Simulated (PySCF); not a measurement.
C6H7 (doublet state).
Cartesian coordinates in Å at the GFN2-xTB level; atoms count from 1:
```
atom  x, y, z in Å
C1     2.2260   -0.9728   -0.2657
C2     1.6734    0.1951   -0.3534
C3     0.5350    0.9922   -0.0501
C4    -0.4452    1.3884   -1.1393
C5    -0.8869    0.4792   -0.3260
C6    -1.8677   -0.5031    0.1358
H7     1.7800   -1.8228    0.2582
H8     3.1945   -1.1831   -0.6987
H9     0.6907    1.6943    0.7696
H10   -0.5657    2.0137   -1.9896
H11   -2.7641   -0.4744   -0.4831
H12   -1.4339   -1.5024    0.0903
H13   -2.1403   -0.3037    1.1730
```

The hyperfine couplings belong to this conformer and change with its torsions.

Identity: `C=[C][C@H]1C=C1C` [radical].

Level of theory: UKS B3LYP, pcH-1 on C H, non-relativistic, mean-field spin-orbit, GIAO (PySCF). Geometry: GFN2-xTB, one conformer, isolated molecule. A GFN2-xTB geometry isn't a minimum of the functional, and hyperfine couplings can be far from their values at a DFT geometry. No stability test was run, so a lower SCF solution isn't excluded.

Q: What is the g tensor, term by term?

A: 
| Δg (ppm) | 1 | 2 | 3 |
| --- | --- | --- | --- |
| relativistic mass correction | -153 | -153 | -153 |
| gauge correction | 34 | 9 | -6 |
| orbital Zeeman/spin–orbit | -635 | -240 | 645 |
| total | -754 | -384 | 485 |

So g = 2.00156, 2.00194, 2.00280 and g_iso = 2.00210; the tensor is rhombic: the two nearest values differ by 30 % of g3 − g1. Axes: g1 points within 12° of the C1–C2 bond.

Q: What effective moment and Curie constant follow for a powder?

A: With the mean of g² = 4.0084 and S(S+1) = 0.75: μ_eff = √(⟨g²⟩S(S+1)) = 1.734 μB and χT = 0.12505·⟨g²⟩·S(S+1) = 0.376 cm³ K/mol (cgs; spin-Hamiltonian part alone).

Q: At 9.53 GHz, how far is the centre of the isotropic spectrum from where a free electron (g = 2.002319) resonates?

A: B = hν/(g μB) with μB/h = 13.99624 MHz/mT gives 340.05 mT for the free electron and 340.09 mT at g_iso, 0.04 mT higher.

Q: In a frozen sample, at which fields do the three g values resonate at 9.5, 34, 94 and 263 GHz (hyperfine left aside), and which band first spreads them over more than twice a line width of 0.3 mT?

A: 
```json
{"band": "X", "GHz": "9.5", "B(g3) mT": "338.90", "B(g2) mT": "339.05", "B(g1) mT": "339.11", "spread mT": "0.21"}
{"band": "Q", "GHz": "34.0", "B(g3) mT": "1212.91", "B(g2) mT": "1213.44", "B(g1) mT": "1213.66", "spread mT": "0.75"}
{"band": "W", "GHz": "94.0", "B(g3) mT": "3353.34", "B(g2) mT": "3354.80", "B(g1) mT": "3355.42", "spread mT": "2.08"}
{"band": "J", "GHz": "263.0", "B(g3) mT": "9382.22", "B(g2) mT": "9386.29", "B(g1) mT": "9388.03", "spread mT": "5.81"}
```

The spread grows in proportion to the frequency. Q band is the first where it exceeds 0.6 mT.

Largest spin populations (Mulliken): C2 (+0.92), C1 (-0.16), H7 (+0.09) and C5 (+0.09). No atom but C2 exceeds +0.15. The positive populations add up to 1.22 and the negative ones to -0.22, together 2S = 1.

The HOMO–LUMO gaps are 5.04 eV among the α and 5.47 eV among the β orbitals.

Time: 31 s (with the writing of density and orbital grids); peak memory 0.85 GiB. Hardware: one thread, Arm Neoverse V2 (aarch64), shared host.
